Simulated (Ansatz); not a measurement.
Two shapes of singlet S₂O.

Shape 1:

```xyz
3

S     0.0000    0.4325   -1.6278
S     0.0000   -0.6283    0.1327
O     0.0000    0.1958    1.4951
```

Shape 2:

```xyz
3

S     0.0000    0.4005   -1.5072
S     0.0000   -0.5817    0.1229
O     0.0000    0.1813    1.3843
```

Basis set: def2-SVP (spherical functions). Frozen core: 11 orbitals. Charge 0, multiplicity 1.

Computed with Ansatz (development build ahead of 0.2.0); each method stands on the lowest determinant of its kind that the runs found.

**Question.** Which shape is lower in energy, and by how much in each method?

**Answer.**

```tsv
method	E(2) − E(1) (eV)
RHF	-1.117
UHF	-0.174
RHF-MP2	-0.359
UHF-MP2	-0.669
RHF-CCSD(T)	-0.355
```

Shape 2 is lower. Caution for RHF, RHF-MP2, RHF-CCSD(T): an unrestricted determinant lies well below. Caution for UHF, UHF-MP2: the unrestricted determinant is a mixture of spin states. Caution for UHF-MP2: a plain start can end on a higher determinant.
